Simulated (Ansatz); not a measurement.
Results of the Gaussian-basis code of Ansatz.

A structure relaxed at PBE0-D4/def2-TZVP, charge 0, multiplicity 1:

```xyz
10

C    -0.125   -0.879   -0.935
C     0.334    0.329   -0.187
O     1.057    0.098    1.045
C    -0.176    0.704    1.118
F    -0.164    2.004    1.491
H    -0.586   -1.604   -0.263
H    -0.853   -0.595   -1.698
H     0.717   -1.363   -1.435
H     0.762    1.139   -0.774
H    -0.966    0.167    1.638
```

(1) Give its formula and SMILES.

(2) Summarise the bond lengths by kind.

Results:

(1) C3H5FO, `C[C@@H]1O[C@H]1F`.

(2) 2 × C–C 1.451 to 1.493 Å; 5 × C–H 1.088 to 1.093 Å; 2 × C–O 1.376 to 1.446 Å; 1 × C–F 1.353 Å.
